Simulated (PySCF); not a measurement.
# H₅NF+, a complex of two parts: interaction energy, part 2 of 3

PySCF 2.14.0. Atoms count from 0, parts from 1.

## 5. Coupled-cluster interaction energy: CCSD(T) and MP2, 1.90 Å

What the job is given:

```
{"job": {"kind": "intercc", "basis": "aug-cc-pVDZ", "basis_mid": "aug-cc-pVTZ", "basis_large": "aug-cc-pVQZ"}, "charge": 1, "multiplicity": 1, "parts": [{"atoms": "0-4", "charge": 1, "multiplicity": 1}, {"atoms": "5-6", "charge": 0, "multiplicity": 1}]}
N     -0.044108    -0.029360     0.114300
H     -0.736082    -0.626408    -0.341927
H      0.161370     0.770680    -0.487415
H     -0.419919     0.305955     1.003396
H      0.827199    -0.561795     0.286330
F      2.587050    -1.162338     0.697862
H      3.155914    -1.893412     0.760152
```

With the program's defaults for keys left out, this is: CCSD(T)/aug-cc-pVDZ and MP2/aug-cc-pVTZ, aug-cc-pVQZ counterpoise interaction energy, frozen core, gas phase.

Output:

```text
part 1, own basis, geometry of the cluster: E = -56.5639555260 (as before)

part 2, own basis, geometry of the cluster: E = -100.0604284876 (as before)

part 1, own basis, relaxed alone: E = -56.5642290861 (as before)

part 2, own basis, relaxed alone: E = -100.0608782296 (as before)

cluster
final grid: 5248 points
cycle   1  E = -156.6421461992  dE = -5.164e-03  |g| = 3.299e-02  |ddm| = 6.242e-01
cycle   2  E = -156.6425178367  dE = -3.716e-04  |g| = 1.311e-02  |ddm| = 8.842e-02
cycle   3  E = -156.6425644753  dE = -4.664e-05  |g| = 5.909e-03  |ddm| = 2.490e-02
cycle   4  E = -156.6425754424  dE = -1.097e-05  |g| = 1.022e-03  |ddm| = 1.195e-02
cycle   5  E = -156.6425758977  dE = -4.553e-07  |g| = 1.968e-04  |ddm| = 2.718e-03
cycle   6  E = -156.6425759160  dE = -1.833e-08  |g| = 3.045e-05  |ddm| = 7.206e-04
cycle   7  E = -156.6425759164  dE = -3.438e-10  |g| = 1.112e-05  |ddm| = 7.767e-05
converged SCF energy = -156.6425759164

part 1 in the basis of the cluster
final grid: 5248 points
cycle   1  E = -56.5639707447  dE = -1.614e-05  |g| = 7.177e-04  |ddm| = 2.029e-01
cycle   2  E = -56.5639708587  dE = -1.140e-07  |g| = 6.537e-05  |ddm| = 1.823e-02
cycle   3  E = -56.5639708599  dE = -1.161e-09  |g| = 5.329e-06  |ddm| = 2.051e-03
cycle   4  E = -56.5639708599  dE = -4.974e-12  |g| = 2.030e-06  |ddm| = 5.912e-05
converged SCF energy = -56.5639708599

part 2 in the basis of the cluster
final grid: 5248 points
cycle   1  E = -100.0605626034  dE = -1.347e-04  |g| = 2.674e-03  |ddm| = 5.172e-01
cycle   2  E = -100.0605645229  dE = -1.920e-06  |g| = 3.647e-04  |ddm| = 6.352e-02
cycle   3  E = -100.0605645706  dE = -4.765e-08  |g| = 5.785e-05  |ddm| = 1.066e-02
cycle   4  E = -100.0605645714  dE = -7.578e-10  |g| = 2.777e-05  |ddm| = 5.282e-04
converged SCF energy = -100.0605645714

Interaction energy (kcal/mol)
  counterpoise      -11.749
  uncorrected       -12.171
  dispersion part     0.000
  deformation         0.120
  binding           -11.630

Decomposition of the uncorrected value (kcal/mol)
  electrostatic     -11.935
  Pauli               4.029
  orbital            -3.510
  dispersion          0.000
  correlation        -0.755

Charge of each part in the cluster: 0.983 0.017
part 1, own basis, geometry of the cluster: E = -56.5677540607 (as before)

part 2, own basis, geometry of the cluster: E = -100.0678684378 (as before)

part 1, own basis, relaxed alone: E = -56.5680341243 (as before)

part 2, own basis, relaxed alone: E = -100.0683486666 (as before)

cluster
final grid: 5248 points
cycle   1  E = -156.6534221366  dE = -5.278e-03  |g| = 3.352e-02  |ddm| = 1.155e+00
cycle   2  E = -156.6538070339  dE = -3.849e-04  |g| = 1.345e-02  |ddm| = 1.508e-01
cycle   3  E = -156.6538550868  dE = -4.805e-05  |g| = 6.014e-03  |ddm| = 3.140e-02
cycle   4  E = -156.6538663469  dE = -1.126e-05  |g| = 1.085e-03  |ddm| = 1.385e-02
cycle   5  E = -156.6538668269  dE = -4.800e-07  |g| = 2.105e-04  |ddm| = 2.743e-03
cycle   6  E = -156.6538668475  dE = -2.062e-08  |g| = 3.058e-05  |ddm| = 1.172e-03
cycle   7  E = -156.6538668478  dE = -3.574e-10  |g| = 1.100e-05  |ddm| = 9.780e-05
converged SCF energy = -156.6538668478

part 1 in the basis of the cluster
final grid: 5248 points
cycle   1  E = -56.5677579805  dE = -5.151e-06  |g| = 3.943e-04  |ddm| = 3.204e-01
cycle   2  E = -56.5677580103  dE = -2.980e-08  |g| = 3.217e-05  |ddm| = 2.219e-02
cycle   3  E = -56.5677580106  dE = -2.424e-10  |g| = 1.298e-06  |ddm| = 1.975e-03
converged SCF energy = -56.5677580106

part 2 in the basis of the cluster
final grid: 5248 points
cycle   1  E = -100.0679404198  dE = -7.209e-05  |g| = 1.818e-03  |ddm| = 9.649e-01
cycle   2  E = -100.0679412219  dE = -8.021e-07  |g| = 2.216e-04  |ddm| = 1.098e-01
cycle   3  E = -100.0679412386  dE = -1.671e-08  |g| = 2.697e-05  |ddm| = 1.590e-02
cycle   4  E = -100.0679412388  dE = -2.037e-10  |g| = 1.377e-05  |ddm| = 7.643e-04
converged SCF energy = -100.0679412388

Interaction energy (kcal/mol)
  counterpoise      -11.932
  uncorrected       -12.130
  dispersion part     0.000
  deformation         0.161
  binding           -11.771

Decomposition of the uncorrected value (kcal/mol)
  electrostatic     -11.906
  Pauli               4.047
  orbital            -3.591
  dispersion          0.000
  correlation        -0.681

Charge of each part in the cluster: 0.983 0.017
part 1 in the basis of the cluster: E(HF) = -56.547491268  E2 = -0.192476158  E(CCSD corr) = -0.210358102  (T) = -0.004390091
part 2 in the basis of the cluster: E(HF) = -100.033244370  E2 = -0.223417969  E(CCSD corr) = -0.227071760  (T) = -0.004277345
cluster: E(HF) = -156.598673094  E2 = -0.416204238  E(CCSD corr) = -0.437556491  (T) = -0.008806601

Counterpoise interaction energy (kcal/mol)
  hf_small                 -11.256
  mp2_small                -11.450
  ccsd_small               -11.335
  ccsdt_small              -11.423
  hf_large                 -11.400
  mp2_large                -11.932
  hf_middle                -11.321
  mp2_middle               -11.749
  scs_mp2_large            -11.578
  mp2_limit                -12.008
  ccsdt_less_mp2             0.028
  ccsdt_limit_estimate     -11.980
  bsse_mp2_large             0.198
```

Wall time 82 s (1 thread of Arm Neoverse N1, shared host); peak memory 1 GiB.

Contacts at this geometry (a selection, picked against the atoms' radii; other short pairs can be missing):

```csv
atoms,distance (Å),kind (by distance and angle),angle (°)
H4···F5,1.90,hydrogen bond,167
```

```
                 method  interaction energy (kcal/mol)  from CCSD(T), limit estimate (kcal/mol)
         HF/aug-cc-pVDZ                         -11.26                                    +0.72
        MP2/aug-cc-pVDZ                         -11.45                                    +0.53
       CCSD/aug-cc-pVDZ                         -11.34                                    +0.64
    CCSD(T)/aug-cc-pVDZ                         -11.42                                    +0.56
         HF/aug-cc-pVQZ                         -11.40                                    +0.58
        MP2/aug-cc-pVQZ                         -11.93                                    +0.05
    SCS-MP2/aug-cc-pVQZ                         -11.58                                    +0.40
      MP2, extrapolated                         -12.01                                    -0.03
CCSD(T), limit estimate                         -11.98                                        0
```

These energies keep the parts at their geometry in the cluster; deforming them to it costs 0.16 kcal/mol (MP2).

## 6. Coupled-cluster interaction energy: CCSD(T) and MP2, 1.64 Å

The job, as its differences from that of step 5:

```diff
@@ -6,3 +6,3 @@
 H      0.827199    -0.561795     0.286330
-F      2.587050    -1.162338     0.697862
-H      3.155914    -1.893412     0.760152
+F      2.347071    -1.080446     0.641744
+H      2.915934    -1.811520     0.704034
```

With the program's defaults for keys left out, this is: CCSD(T)/aug-cc-pVDZ and MP2/aug-cc-pVTZ, aug-cc-pVQZ counterpoise interaction energy, frozen core, gas phase.

Output:

```text
part 1, own basis, geometry of the cluster: E = -56.5639555260 (as before)

part 2, own basis, geometry of the cluster: E = -100.0604284876 (as before)

part 1, own basis, relaxed alone: E = -56.5642290861 (as before)

part 2, own basis, relaxed alone: E = -100.0608782296 (as before)

cluster
final grid: 5248 points
cycle   1  E = -156.6407236238  dE = -1.004e-02  |g| = 4.436e-02  |ddm| = 7.358e-01
cycle   2  E = -156.6414404841  dE = -7.169e-04  |g| = 1.617e-02  |ddm| = 1.193e-01
cycle   3  E = -156.6415277285  dE = -8.724e-05  |g| = 7.812e-03  |ddm| = 3.620e-02
cycle   4  E = -156.6415446640  dE = -1.694e-05  |g| = 1.488e-03  |ddm| = 1.439e-02
cycle   5  E = -156.6415454795  dE = -8.155e-07  |g| = 2.758e-04  |ddm| = 3.544e-03
cycle   6  E = -156.6415455132  dE = -3.366e-08  |g| = 4.279e-05  |ddm| = 9.880e-04
cycle   7  E = -156.6415455138  dE = -6.498e-10  |g| = 1.565e-05  |ddm| = 1.091e-04
converged SCF energy = -156.6415455138

part 1 in the basis of the cluster
final grid: 5248 points
cycle   1  E = -56.5639802610  dE = -2.644e-05  |g| = 9.361e-04  |ddm| = 2.516e-01
cycle   2  E = -56.5639804220  dE = -1.610e-07  |g| = 7.860e-05  |ddm| = 2.056e-02
cycle   3  E = -56.5639804235  dE = -1.442e-09  |g| = 7.179e-06  |ddm| = 2.066e-03
cycle   4  E = -56.5639804235  dE = -9.948e-12  |g| = 2.478e-06  |ddm| = 5.596e-05
converged SCF energy = -56.5639804235

part 2 in the basis of the cluster
final grid: 5248 points
cycle   1  E = -100.0606096339  dE = -1.819e-04  |g| = 3.106e-03  |ddm| = 5.305e-01
cycle   2  E = -100.0606120614  dE = -2.428e-06  |g| = 4.124e-04  |ddm| = 7.218e-02
cycle   3  E = -100.0606121216  dE = -6.021e-08  |g| = 7.157e-05  |ddm| = 1.259e-02
cycle   4  E = -100.0606121227  dE = -1.062e-09  |g| = 3.277e-05  |ddm| = 6.866e-04
cycle   5  E = -100.0606121229  dE = -2.128e-10  |g| = 5.540e-06  |ddm| = 2.046e-04
converged SCF energy = -100.0606121229

Interaction energy (kcal/mol)
  counterpoise      -11.711
  uncorrected       -12.296
  dispersion part     0.000
  deformation         0.120
  binding           -11.591

Decomposition of the uncorrected value (kcal/mol)
  electrostatic     -15.695
  Pauli              11.738
  orbital            -6.813
  dispersion          0.000
  correlation        -1.525

Charge of each part in the cluster: 0.969 0.031
part 1, own basis, geometry of the cluster: E = -56.5677540607 (as before)

part 2, own basis, geometry of the cluster: E = -100.0678684378 (as before)

part 1, own basis, relaxed alone: E = -56.5680341243 (as before)

part 2, own basis, relaxed alone: E = -100.0683486666 (as before)

cluster
final grid: 5248 points
cycle   1  E = -156.6520116411  dE = -1.025e-02  |g| = 4.499e-02  |ddm| = 1.107e+00
cycle   2  E = -156.6527510036  dE = -7.394e-04  |g| = 1.662e-02  |ddm| = 1.563e-01
cycle   3  E = -156.6528406899  dE = -8.969e-05  |g| = 7.888e-03  |ddm| = 4.228e-02
cycle   4  E = -156.6528580018  dE = -1.731e-05  |g| = 1.583e-03  |ddm| = 1.616e-02
cycle   5  E = -156.6528588579  dE = -8.561e-07  |g| = 2.942e-04  |ddm| = 3.404e-03
cycle   6  E = -156.6528588954  dE = -3.743e-08  |g| = 4.373e-05  |ddm| = 1.190e-03
cycle   7  E = -156.6528588960  dE = -6.810e-10  |g| = 1.602e-05  |ddm| = 1.452e-04
converged SCF energy = -156.6528588960

part 1 in the basis of the cluster
final grid: 5248 points
cycle   1  E = -56.5677591450  dE = -6.999e-06  |g| = 4.569e-04  |ddm| = 4.198e-01
cycle   2  E = -56.5677591835  dE = -3.846e-08  |g| = 3.682e-05  |ddm| = 2.733e-02
cycle   3  E = -56.5677591838  dE = -3.004e-10  |g| = 1.375e-06  |ddm| = 2.182e-03
converged SCF energy = -56.5677591838

part 2 in the basis of the cluster
final grid: 5248 points
cycle   1  E = -100.0679610739  dE = -9.277e-05  |g| = 2.066e-03  |ddm| = 8.205e-01
cycle   2  E = -100.0679620719  dE = -9.980e-07  |g| = 2.497e-04  |ddm| = 9.140e-02
cycle   3  E = -100.0679620923  dE = -2.048e-08  |g| = 2.869e-05  |ddm| = 1.355e-02
cycle   4  E = -100.0679620926  dE = -2.438e-10  |g| = 1.426e-05  |ddm| = 7.827e-04
converged SCF energy = -100.0679620926

Interaction energy (kcal/mol)
  counterpoise      -12.007
  uncorrected       -12.312
  dispersion part     0.000
  deformation         0.161
  binding           -11.846

Decomposition of the uncorrected value (kcal/mol)
  electrostatic     -15.640
  Pauli              11.788
  orbital            -6.965
  dispersion          0.000
  correlation        -1.495

Charge of each part in the cluster: 0.969 0.031
part 1 in the basis of the cluster: E(HF) = -56.547533307  E2 = -0.192576741  E(CCSD corr) = -0.210447309  (T) = -0.004399398
part 2 in the basis of the cluster: E(HF) = -100.033391756  E2 = -0.223684663  E(CCSD corr) = -0.227349290  (T) = -0.004319586
cluster: E(HF) = -156.597494387  E2 = -0.417301722  E(CCSD corr) = -0.438422358  (T) = -0.008997933

Counterpoise interaction energy (kcal/mol)
  hf_small                 -10.397
  mp2_small                -11.050
  ccsd_small               -10.790
  ccsdt_small              -10.965
  hf_large                 -10.754
  mp2_large                -12.007
  hf_middle                -10.638
  mp2_middle               -11.711
  scs_mp2_large            -11.392
  mp2_limit                -12.139
  ccsdt_less_mp2             0.085
  ccsdt_limit_estimate     -12.054
  bsse_mp2_large             0.305
```

Run time: 82 s. Hardware: 1 thread of Arm Neoverse N1, shared host; peak memory 1 GiB.

Contacts at this geometry (a selection, picked against the atoms' radii; other short pairs can be missing):

```csv
atoms,distance (Å),kind (by distance and angle),angle (°)
H4···F5,1.65,hydrogen bond,167
```

Differences are taken before rounding.

| method | interaction energy (kcal/mol) | from CCSD(T), limit estimate (kcal/mol) |
| --- | --- | --- |
| HF/aug-cc-pVDZ | -10.40 | +1.66 |
| MP2/aug-cc-pVDZ | -11.05 | +1.00 |
| CCSD/aug-cc-pVDZ | -10.79 | +1.26 |
| CCSD(T)/aug-cc-pVDZ | -10.97 | +1.09 |
| HF/aug-cc-pVQZ | -10.75 | +1.30 |
| MP2/aug-cc-pVQZ | -12.01 | +0.05 |
| SCS-MP2/aug-cc-pVQZ | -11.39 | +0.66 |
| MP2, extrapolated | -12.14 | -0.09 |
| CCSD(T), limit estimate | -12.05 | 0 |

These energies keep the parts at their geometry in the cluster; deforming them to it costs 0.16 kcal/mol (MP2).

## 7. Coupled-cluster interaction energy: CCSD(T) and MP2, 2.16 Å

The job, as its differences from that of step 6:

```diff
@@ -6,3 +6,3 @@
 H      0.827199    -0.561795     0.286330
-F      2.347071    -1.080446     0.641744
-H      2.915934    -1.811520     0.704034
+F      2.827030    -1.244230     0.753980
+H      3.395893    -1.975304     0.816270
```

Level: CCSD(T)/aug-cc-pVDZ and MP2/aug-cc-pVTZ, aug-cc-pVQZ counterpoise interaction energy, frozen core, gas phase.

Output:

```text
part 1, own basis, geometry of the cluster: E = -56.5639555260 (as before)

part 2, own basis, geometry of the cluster: E = -100.0604284876 (as before)

part 1, own basis, relaxed alone: E = -56.5642290861 (as before)

part 2, own basis, relaxed alone: E = -100.0608782296 (as before)

cluster
final grid: 5248 points
cycle   1  E = -156.6406936510  dE = -3.055e-03  |g| = 2.630e-02  |ddm| = 5.127e-01
cycle   2  E = -156.6409111982  dE = -2.175e-04  |g| = 1.106e-02  |ddm| = 6.810e-02
cycle   3  E = -156.6409398683  dE = -2.867e-05  |g| = 4.516e-03  |ddm| = 1.877e-02
cycle   4  E = -156.6409468168  dE = -6.948e-06  |g| = 7.674e-04  |ddm| = 9.927e-03
cycle   5  E = -156.6409470997  dE = -2.830e-07  |g| = 1.510e-04  |ddm| = 2.180e-03
cycle   6  E = -156.6409471111  dE = -1.131e-08  |g| = 2.348e-05  |ddm| = 5.366e-04
cycle   7  E = -156.6409471113  dE = -2.207e-10  |g| = 8.265e-06  |ddm| = 6.158e-05
converged SCF energy = -156.6409471113

part 1 in the basis of the cluster
final grid: 5248 points
cycle   1  E = -56.5639685330  dE = -1.368e-05  |g| = 6.955e-04  |ddm| = 1.930e-01
cycle   2  E = -56.5639686439  dE = -1.109e-07  |g| = 6.657e-05  |ddm| = 1.853e-02
cycle   3  E = -56.5639686451  dE = -1.179e-09  |g| = 5.214e-06  |ddm| = 2.146e-03
cycle   4  E = -56.5639686451  dE = -5.187e-12  |g| = 1.939e-06  |ddm| = 4.916e-05
converged SCF energy = -56.5639686451

part 2 in the basis of the cluster
final grid: 5248 points
cycle   1  E = -100.0605347838  dE = -1.067e-04  |g| = 2.343e-03  |ddm| = 4.526e-01
cycle   2  E = -100.0605361991  dE = -1.415e-06  |g| = 3.108e-04  |ddm| = 5.234e-02
cycle   3  E = -100.0605362328  dE = -3.363e-08  |g| = 5.108e-05  |ddm| = 8.368e-03
cycle   4  E = -100.0605362334  dE = -5.848e-10  |g| = 2.430e-05  |ddm| = 4.097e-04
converged SCF energy = -100.0605362334

Interaction energy (kcal/mol)
  counterpoise      -10.382
  uncorrected       -10.698
  dispersion part     0.000
  deformation         0.120
  binding           -10.262

Decomposition of the uncorrected value (kcal/mol)
  electrostatic      -9.688
  Pauli               1.371
  orbital            -2.076
  dispersion          0.000
  correlation        -0.304

Charge of each part in the cluster: 0.991 0.009
part 1, own basis, geometry of the cluster: E = -56.5677540607 (as before)

part 2, own basis, geometry of the cluster: E = -100.0678684378 (as before)

part 1, own basis, relaxed alone: E = -56.5680341243 (as before)

part 2, own basis, relaxed alone: E = -100.0683486666 (as before)

cluster
final grid: 5248 points
cycle   1  E = -156.6519219618  dE = -3.072e-03  |g| = 2.659e-02  |ddm| = 1.111e+00
cycle   2  E = -156.6521459712  dE = -2.240e-04  |g| = 1.131e-02  |ddm| = 1.338e-01
cycle   3  E = -156.6521753479  dE = -2.938e-05  |g| = 4.601e-03  |ddm| = 2.293e-02
cycle   4  E = -156.6521824935  dE = -7.146e-06  |g| = 8.086e-04  |ddm| = 1.063e-02
cycle   5  E = -156.6521827877  dE = -2.942e-07  |g| = 1.604e-04  |ddm| = 2.557e-03
cycle   6  E = -156.6521828003  dE = -1.263e-08  |g| = 2.351e-05  |ddm| = 1.093e-03
cycle   7  E = -156.6521828006  dE = -2.268e-10  |g| = 7.978e-06  |ddm| = 7.217e-05
converged SCF energy = -156.6521828006

part 1 in the basis of the cluster
final grid: 5248 points
cycle   1  E = -56.5677567430  dE = -3.676e-06  |g| = 3.273e-04  |ddm| = 3.057e-01
cycle   2  E = -56.5677567663  dE = -2.329e-08  |g| = 2.817e-05  |ddm| = 2.348e-02
cycle   3  E = -56.5677567665  dE = -2.128e-10  |g| = 1.205e-06  |ddm| = 2.300e-03
converged SCF energy = -56.5677567665

part 2 in the basis of the cluster
final grid: 5248 points
cycle   1  E = -100.0679238930  dE = -5.550e-05  |g| = 1.553e-03  |ddm| = 9.897e-01
cycle   2  E = -100.0679245141  dE = -6.211e-07  |g| = 1.912e-04  |ddm| = 1.159e-01
cycle   3  E = -100.0679245271  dE = -1.300e-08  |g| = 2.621e-05  |ddm| = 1.655e-02
cycle   4  E = -100.0679245273  dE = -1.736e-10  |g| = 1.340e-05  |ddm| = 6.698e-04
converged SCF energy = -100.0679245273

Interaction energy (kcal/mol)
  counterpoise      -10.482
  uncorrected       -10.618
  dispersion part     0.000
  deformation         0.161
  binding           -10.320

Decomposition of the uncorrected value (kcal/mol)
  electrostatic      -9.670
  Pauli               1.369
  orbital            -2.091
  dispersion          0.000
  correlation        -0.226

Charge of each part in the cluster: 0.991 0.009
part 1 in the basis of the cluster: E(HF) = -56.547469828  E2 = -0.192440042  E(CCSD corr) = -0.210326791  (T) = -0.004386418
part 2 in the basis of the cluster: E(HF) = -100.033144707  E2 = -0.223271627  E(CCSD corr) = -0.226917378  (T) = -0.004249142
cluster: E(HF) = -156.597042842  E2 = -0.415592201  E(CCSD corr) = -0.437043474  (T) = -0.008685065

Counterpoise interaction energy (kcal/mol)
  hf_small                 -10.309
  mp2_small                -10.234
  ccsd_small               -10.183
  ccsdt_small              -10.214
  hf_large                 -10.355
  mp2_large                -10.482
  hf_middle                -10.318
  mp2_middle               -10.382
  scs_mp2_large            -10.274
  mp2_limit                -10.527
  ccsdt_less_mp2             0.020
  ccsdt_limit_estimate     -10.507
  bsse_mp2_large             0.137
```

Wall time 83 s (1 thread of Arm Neoverse N1, shared host); peak memory 1.1 GiB.

Contacts at this geometry (a selection, picked against the atoms' radii; other short pairs can be missing):

```csv
atoms,distance (Å),kind (by distance and angle),angle (°)
H4···F5,2.16,hydrogen bond,167
```

Differences are taken before rounding.

| method | interaction energy (kcal/mol) | from CCSD(T), limit estimate (kcal/mol) |
| --- | --- | --- |
| HF/aug-cc-pVDZ | -10.31 | +0.20 |
| MP2/aug-cc-pVDZ | -10.23 | +0.27 |
| CCSD/aug-cc-pVDZ | -10.18 | +0.32 |
| CCSD(T)/aug-cc-pVDZ | -10.21 | +0.29 |
| HF/aug-cc-pVQZ | -10.35 | +0.15 |
| MP2/aug-cc-pVQZ | -10.48 | +0.03 |
| SCS-MP2/aug-cc-pVQZ | -10.27 | +0.23 |
| MP2, extrapolated | -10.53 | -0.02 |
| CCSD(T), limit estimate | -10.51 | 0 |

These energies keep the parts at their geometry in the cluster; deforming them to it costs 0.16 kcal/mol (MP2).

(Part 2 of 3 ends here.)
